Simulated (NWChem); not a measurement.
Species: fluorine (F$_{2}$); SMILES FF

Program: NWChem. Pople sets run with spherical d functions. Each level has its own optimisation; frequencies are unscaled.

For level Hartree-Fock/STO-3G:

- r F–F (Å): 1.315
- highest harmonic frequency (cm⁻¹): 1678

How do the values read with level B3LYP/6-31G* instead?

r F–F (Å): 1.406
highest harmonic frequency (cm⁻¹): 1055
